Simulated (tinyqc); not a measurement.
Inside a calculation. Method: extended Hueckel theory, for BH3. Computed by tinyqc, a small Python program that keeps every step (integrals from PySCF). Settings: charge = 0, K = 1.75, weighted = 1, multiplicity = 1. Command: `OMP_NUM_THREADS=1 python tinyqc.py 26897 26898 out.jsonl` (the two numbers bound the seeds that draw the settings). One thread of a shared host (Intel(R) Xeon(R) Processor @ 2.60GHz), about 0.01 s of CPU time with the checks.

## Overlaps

Geometry (angstrom):
```
atom        x        y       z
B      0.0000   0.0000  0.0250
H      1.1880   0.0000  0.0000
H     -0.5940   1.0290  0.0000
H     -0.5940  -1.0290  0.0000
```

Parameters chosen for this run:
```
element  shell  Slater exponent  H_ii (eV)
B           2s           1.3000   -15.2000
B           2p           1.3000    -8.5000
H           1s           1.3000   -13.6000
```

Slater orbitals, each expanded in six Gaussians scaled to its exponent.

overlap S, lower triangle:
```
         1B 2s   1B 2px   1B 2py   1B 2pz   2H 1s   3H 1s   4H 1s
1B 2s   1.0000
1B 2px  0.0000   1.0000
1B 2py  0.0000   0.0000   1.0000
1B 2pz  0.0000   0.0000   0.0000   1.0000
2H 1s   0.4895   0.5325   0.0000  -0.0112  1.0000
3H 1s   0.4894  -0.2662   0.4611  -0.0112  0.0929  1.0000
4H 1s   0.4894  -0.2662  -0.4611  -0.0112  0.0929  0.0929  1.0000
```

## Wolfsberg-Helmholz matrix

diagonal H_ii (eV): 1B 2s -15.2000, 1B 2px -8.5000, 1B 2py -8.5000, 1B 2pz -8.5000, 2H 1s -13.6000, 3H 1s -13.6000, 4H 1s -13.6000

K = 1.7500

H_ij = K' S_ij (H_ii + H_jj)/2 for i != j (the diagonal keeps H_ii), with K' = K + D^2 + D^4 (1 - K), D = (H_ii - H_jj)/(H_ii + H_jj), K = 1.75.

H (eV), lower triangle:
```
           1B 2s    1B 2px   1B 2py   1B 2pz     2H 1s     3H 1s     4H 1s
1B 2s   -15.2000
1B 2px    0.0000   -8.5000
1B 2py    0.0000    0.0000  -8.5000
1B 2pz    0.0000    0.0000   0.0000  -8.5000
2H 1s   -12.3563  -10.5973   0.0000   0.2230  -13.6000
3H 1s   -12.3546    5.2976  -9.1772   0.2230   -2.2112  -13.6000
4H 1s   -12.3546    5.2976   9.1772   0.2230   -2.2112   -2.2103  -13.6000
```

## Orbitals

valence electrons = 6

Solve H C = S C e through S^(-1/2); fill by pairs from the bottom, a degenerate level sharing its electrons equally; each orbital has its largest coefficient positive (the first on a tie).

orbital energies (eV): -19.5961  -14.6540  -14.6537  -8.5022  10.1435  10.1444  20.1403

occupations: 2.0000  2.0000  2.0000  0.0000  0.0000  0.0000  0.0000

coefficients:
```
            MO1      MO2      MO3      MO4      MO5      MO6      MO7
1B 2s    0.5303   0.0000   0.0000   0.0212   0.0000  -0.0008   1.5026
1B 2px   0.0000   0.0000   0.3991   0.0000   0.0000   1.3127   0.0010
1B 2py   0.0000   0.3991   0.0000   0.0000   1.3127   0.0000   0.0000
1B 2pz  -0.0003   0.0000   0.0000   0.9997   0.0000   0.0000  -0.0374
2H 1s    0.2811   0.0000   0.5859  -0.0058   0.0000  -1.0194  -0.7976
3H 1s    0.2811   0.5074  -0.2930  -0.0058  -0.8832   0.5104  -0.7965
4H 1s    0.2811  -0.5074  -0.2930  -0.0058   0.8832   0.5104  -0.7965
```

sum of one-electron energies = -97.8077 eV

Within a degenerate level the vectors are fixed only up to a rotation; this is one choice.

## Mulliken analysis

P = C n C^T; charge = valence electrons (B 3, H 1) minus the sum of (P S)_ii on the atom; overlap population = 2 sum P_ij S_ij between two atoms.

charges: 1B 0.6156, 2H -0.2052, 3H -0.2052, 4H -0.2052

Overlap populations:
```
pair      value
2-1    0.789924
3-1    0.789858
3-2   -0.034433
4-1    0.789858
4-2   -0.034433
4-3   -0.034416
```
